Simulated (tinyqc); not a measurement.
MP2 on RHF in the sto-3g basis, frozen core, for LiH, spin multiplicity 1, step by step. Computed by tinyqc, a small Python program that keeps every step (integrals from PySCF). Settings: charge = 0, multiplicity = 1, basis = sto-3g, method = RHF, frozen orbitals = 1, energy threshold = 1e-10, iteration cap = 82, orthogonalisation = symmetric, start = atomic densities, DIIS depth = 6. Command: `OMP_NUM_THREADS=1 python tinyqc.py 28956 28957 out.jsonl` (the two numbers bound the seeds that draw the settings). One thread of a shared host (Intel(R) Xeon(R) Processor @ 2.60GHz), about 0.1 s of CPU time with the checks. The early iterations of the SCF are left out here.

## One-electron integrals

Geometry (angstrom):
```
atom         x         y         z
Li    0.000000  0.000000  0.000000
H     0.000000  0.000000  1.832000
```

Basis sto-3g: exponents (1/bohr^2) and contraction coefficients of normalised primitives:
```
element  l (shell)   exponent  coefficient
Li           s (1)  16.119575     0.154329
Li           s (1)   2.936201     0.535328
Li           s (1)   0.794651     0.444635
Li           s (2)   0.636290    -0.099967
Li           s (2)   0.147860     0.399513
Li           s (2)   0.048089     0.700115
Li           p (3)   0.636290     0.155916
Li           p (3)   0.147860     0.607684
Li           p (3)   0.048089     0.391957
H            s (1)   3.425251     0.154329
H            s (1)   0.623914     0.535328
H            s (1)   0.168855     0.444635
```

Overlap, kinetic and nuclear-attraction integrals over the contracted functions; the nuclear repulsion is the sum of Za Zb / Rab.

nuclear repulsion = 0.86655657 hartree

overlap S:
```
           1Li 1s    1Li 2s   1Li 2px   1Li 2py   1Li 2pz     2H 1s
1Li 1s   1.000000  0.241137  0.000000  0.000000  0.000000  0.040271
1Li 2s   0.241137  1.000000  0.000000  0.000000  0.000000  0.338124
1Li 2px  0.000000  0.000000  1.000000  0.000000  0.000000  0.000000
1Li 2py  0.000000  0.000000  0.000000  1.000000  0.000000  0.000000
1Li 2pz  0.000000  0.000000  0.000000  0.000000  1.000000  0.463064
2H 1s    0.040271  0.338124  0.000000  0.000000  0.463064  1.000000
```

kinetic energy T (hartree):
```
            1Li 1s     1Li 2s   1Li 2px   1Li 2py   1Li 2pz      2H 1s
1Li 1s    3.576786  -0.020237  0.000000  0.000000  0.000000  -0.011612
1Li 2s   -0.020237   0.102163  0.000000  0.000000  0.000000   0.027910
1Li 2px   0.000000   0.000000  0.319682  0.000000  0.000000   0.000000
1Li 2py   0.000000   0.000000  0.000000  0.319682  0.000000   0.000000
1Li 2pz   0.000000   0.000000  0.000000  0.000000  0.319682   0.094507
2H 1s    -0.011612   0.027910  0.000000  0.000000  0.094507   0.760032
```

nuclear attraction V (hartree):
```
            1Li 1s     1Li 2s    1Li 2px    1Li 2py    1Li 2pz      2H 1s
1Li 1s   -8.271734  -1.033996   0.000000   0.000000  -0.012285  -0.169588
1Li 2s   -1.033996  -1.473266   0.000000   0.000000  -0.108785  -0.586906
1Li 2px   0.000000   0.000000  -1.434889   0.000000   0.000000   0.000000
1Li 2py   0.000000   0.000000   0.000000  -1.434889   0.000000   0.000000
1Li 2pz  -0.012285  -0.108785   0.000000   0.000000  -1.521186  -0.813190
2H 1s    -0.169588  -0.586906   0.000000   0.000000  -0.813190  -2.092406
```

core Hamiltonian H = T + V (hartree):
```
            1Li 1s     1Li 2s    1Li 2px    1Li 2py    1Li 2pz      2H 1s
1Li 1s   -4.694947  -1.054233   0.000000   0.000000  -0.012285  -0.181199
1Li 2s   -1.054233  -1.371103   0.000000   0.000000  -0.108785  -0.558996
1Li 2px   0.000000   0.000000  -1.115207   0.000000   0.000000   0.000000
1Li 2py   0.000000   0.000000   0.000000  -1.115207   0.000000   0.000000
1Li 2pz  -0.012285  -0.108785   0.000000   0.000000  -1.201505  -0.718683
2H 1s    -0.181199  -0.558996   0.000000   0.000000  -0.718683  -1.332374
```

## Two-electron integrals

Functions are numbered as in S; the eight-fold symmetry (ij|kl) = (ji|kl) = (kl|ij) leaves the list below.

Two-electron integrals (ij|kl) in chemists' order, unique and non-zero (hartree):
```
(11|11) 1.680395   (21|11) 0.265420   (21|21) 0.049941   (22|11) 0.397727
(22|21) 0.092860   (22|22) 0.290562   (31|31) 0.008981   (32|31) 0.013788
(32|32) 0.064184   (33|11) 0.396640   (33|21) 0.092880   (33|22) 0.290497
(33|33) 0.312946   (41|41) 0.008981   (42|41) 0.013788   (42|42) 0.064184
(43|43) 0.016869   (44|11) 0.396640   (44|21) 0.092880   (44|22) 0.290497
(44|33) 0.279207   (44|44) 0.312946   (51|51) 0.008981   (52|51) 0.013788
(52|52) 0.064184   (53|53) 0.016869   (54|54) 0.016869   (55|11) 0.396640
(55|21) 0.092880   (55|22) 0.290497   (55|33) 0.279207   (55|44) 0.279207
(55|55) 0.312946   (61|11) 0.042809   (61|21) 0.008107   (61|22) 0.015398
(61|33) 0.015218   (61|44) 0.015218   (61|51) 0.000979   (61|52) 0.001909
(61|55) 0.015762   (61|61) 0.001443   (62|11) 0.117208   (62|21) 0.027775
(62|22) 0.094036   (62|33) 0.088943   (62|44) 0.088943   (62|51) 0.004450
(62|52) 0.028658   (62|55) 0.104131   (62|61) 0.005413   (62|62) 0.053203
(63|31) 0.002039   (63|32) 0.009953   (63|53) 0.004228   (63|63) 0.003461
(64|41) 0.002039   (64|42) 0.009953   (64|54) 0.004228   (64|64) 0.003461
(65|11) 0.150306   (65|21) 0.035943   (65|22) 0.125923   (65|33) 0.117301
(65|44) 0.117301   (65|51) 0.006873   (65|52) 0.043996   (65|55) 0.143032
(65|61) 0.007237   (65|62) 0.077495   (65|65) 0.114113   (66|11) 0.288462
(66|21) 0.069427   (66|22) 0.259448   (66|33) 0.236709   (66|44) 0.236709
(66|51) 0.011984   (66|52) 0.097338   (66|55) 0.304750   (66|61) 0.013959
(66|62) 0.186478   (66|65) 0.281142   (66|66) 0.774606
```

## Orthogonalisation

S = U s U^T; symmetric (Loewdin) form X = U s^(-1/2) U^T, so that X^T S X = 1.

eigenvalues of S: 0.416327  0.801366  1.000000  1.000000  1.177945  1.604363

X:
```
            1Li 1s     1Li 2s   1Li 2px   1Li 2py    1Li 2pz      2H 1s
1Li 1s    1.023364  -0.130501  0.000000  0.000000  -0.007131   0.015801
1Li 2s   -0.130501   1.082314  0.000000  0.000000   0.079884  -0.220321
1Li 2px   0.000000   0.000000  1.000000  0.000000   0.000000   0.000000
1Li 2py   0.000000   0.000000  0.000000  1.000000   0.000000   0.000000
1Li 2pz  -0.007131   0.079884  0.000000  0.000000   1.107195  -0.296646
2H 1s     0.015801  -0.220321  0.000000  0.000000  -0.296646   1.164905
```

## Iteration 8 (converged): orbitals

converged F (hartree):
```
            1Li 1s     1Li 2s   1Li 2px   1Li 2py    1Li 2pz      2H 1s
1Li 1s   -2.352967  -0.640733  0.000000  0.000000   0.014607  -0.110597
1Li 2s   -0.640733  -0.218549  0.000000  0.000000  -0.086473  -0.235621
1Li 2px   0.000000   0.000000  0.163334  0.000000   0.000000   0.000000
1Li 2py   0.000000   0.000000  0.000000  0.163334   0.000000   0.000000
1Li 2pz   0.014607  -0.086473  0.000000  0.000000   0.024387  -0.218778
2H 1s    -0.110597  -0.235621  0.000000  0.000000  -0.218778  -0.112679
```

Diagonalise F' = X^T F X, C = X C', fill 2 alpha and 2 beta electrons from the bottom; D = 2 C_occ C_occ^T. Each column has its largest component positive (the first on a tie).

F' = X^T F X (hartree):
```
           1          2         3         4          5          6
1  -2.299738  -0.358587  0.000000  0.000000   0.015782  -0.000878
2  -0.358587  -0.021943  0.000000  0.000000   0.012932  -0.240169
3   0.000000   0.000000  0.163334  0.000000   0.000000   0.000000
4   0.000000   0.000000  0.000000  0.163334   0.000000   0.000000
5   0.015782   0.012932  0.000000  0.000000   0.158080  -0.280661
6  -0.000878  -0.240169  0.000000  0.000000  -0.280661   0.099142
```

orbital energies (hartree): MO1 -2.355501, MO2 -0.264919, MO3 0.075632, MO4 0.163334, MO5 0.163334, MO6 0.480330

coefficients C:
```
               MO1        MO2        MO3       MO4        MO5        MO6
1Li 1s    0.991383  -0.155819  -0.212615  0.000000   0.000000   0.110809
1Li 2s    0.033384   0.474503   0.798045  0.000000   0.000000  -0.616615
1Li 2px   0.000000   0.000000   0.000000  0.774977  -0.631990   0.000000
1Li 2py   0.000000   0.000000   0.000000  0.631990   0.774977   0.000000
1Li 2pz  -0.005087   0.337755  -0.606063  0.000000   0.000000  -0.915912
2H 1s     0.000587   0.566130  -0.161772  0.000000   0.000000   1.071037
```

D after iteration 8:
```
            1Li 1s     1Li 2s   1Li 2px   1Li 2py    1Li 2pz      2H 1s
1Li 1s    2.014240  -0.081681  0.000000  0.000000  -0.115344  -0.175263
1Li 2s   -0.081681   0.452536  0.000000  0.000000   0.320192   0.537300
1Li 2px   0.000000   0.000000  0.000000  0.000000   0.000000   0.000000
1Li 2py   0.000000   0.000000  0.000000  0.000000   0.000000   0.000000
1Li 2pz  -0.115344   0.320192  0.000000  0.000000   0.228208   0.382420
2H 1s    -0.175263   0.537300  0.000000  0.000000   0.382420   0.641006
```

Within a degenerate level the vectors are fixed only up to a rotation; this is one choice.

## Convergence

Stop when the energy changes by less than 1e-10 hartree and every element of the error matrix X^T (F D S - S D F) X is below 3e-06.

Course of the cycle:
```
iteration  E (hartree)     change  largest element of the error matrix
1          -7.65039338          -                             1.24e-01
2          -7.83782373  -1.87e-01                             7.76e-02
3          -7.84607749  -8.25e-03                             2.24e-02
4          -7.84717015  -1.09e-03                             5.06e-03
5          -7.84733565  -1.65e-04                             4.28e-04
6          -7.84733671  -1.07e-06                             3.20e-05
7          -7.84733672  -5.28e-09                             2.95e-07
8          -7.84733672  -3.22e-13                             2.85e-08
```

PySCF RHF in the same basis = -7.84733672 hartree

Converged in 8 iterations.

## Integrals over molecular orbitals

(pq|rs) = sum C_ip C_jq C_kr C_ls (ij|kl), one index at a time.

one-electron integrals over orbitals h = C^T H C (hartree):
```
           1          2          3          4          5          6
1  -4.685794   0.099154   0.164431   0.000000   0.000000  -0.047164
2   0.099154  -1.407679   0.025821   0.000000   0.000000  -0.000366
3   0.164431   0.025821  -1.110888   0.000000   0.000000   0.026044
4   0.000000   0.000000   0.000000  -1.115207   0.000000   0.000000
5   0.000000   0.000000   0.000000   0.000000  -1.115207   0.000000
6  -0.047164  -0.000366   0.026044   0.000000   0.000000  -0.986255
```

Two-electron integrals over orbitals (pq|rs), unique and non-zero (hartree); the lowest 1 orbital is frozen and left out:
```
(22|22) 0.471455    (32|22) -0.052821   (32|32) 0.015877    (33|22) 0.217863
(33|32) 0.010550    (33|33) 0.334757    (42|42) 0.022269    (43|42) 0.019584
(43|43) 0.041290    (44|22) 0.258979    (44|32) 0.008644    (44|33) 0.281255
(44|44) 0.312946    (52|52) 0.022269    (53|52) 0.019584    (53|53) 0.041290
(54|54) 0.016869    (55|22) 0.258979    (55|32) 0.008644    (55|33) 0.281255
(55|44) 0.279207    (55|55) 0.312946    (62|22) 0.116675    (62|32) -0.037958
(62|33) -0.016910   (62|44) -0.026704   (62|55) -0.026704   (62|62) 0.126828
(63|22) -0.053231   (63|32) 0.012192    (63|33) 0.036058    (63|44) 0.004466
(63|55) 0.004466    (63|62) -0.034547   (63|63) 0.027574    (64|42) -0.019296
(64|43) -0.013123   (64|64) 0.019795    (65|52) -0.019296   (65|53) -0.013123
(65|65) 0.019795    (66|22) 0.442573    (66|32) -0.046044   (66|33) 0.239855
(66|44) 0.264383    (66|55) 0.264383    (66|62) 0.118749    (66|63) -0.045155
(66|66) 0.441998
```

## Second-order Moller-Plesset energy

Hartree-Fock energy = -7.84733672 hartree

E2 = sum_ijab (ia|jb) [2 (ia|jb) - (ib|ja)] / (e_i + e_j - e_a - e_b) over occupied i, j and virtual a, b; the opposite-spin part is (ia|jb)^2 / denominator, the rest is same-spin, and SCS-MP2 scales them by 6/5 and 1/3.

Terms:
```
i  j  a  b    (ia|jb)    (ib|ja)  denominator       term
2  2  6  6   0.126828   0.126828    -1.490499  -0.010792
2  2  3  6  -0.037958  -0.037958    -1.085801  -0.001327
2  2  6  3  -0.037958  -0.037958    -1.085801  -0.001327
2  2  5  5   0.022269   0.022269    -0.856506  -0.000579
2  2  4  4   0.022269   0.022269    -0.856506  -0.000579
2  2  3  3   0.015877   0.015877    -0.681102  -0.000370
```

Pair energies (hartree; pair i-j sums ij and ji):
```
pair  opposite spin  same spin
2-2       -0.014974          0
```

MP2 correlation energy = -0.01497375 hartree

SCS-MP2 correlation energy = -0.01796850 hartree

MP2 total energy = -7.86231047 hartree
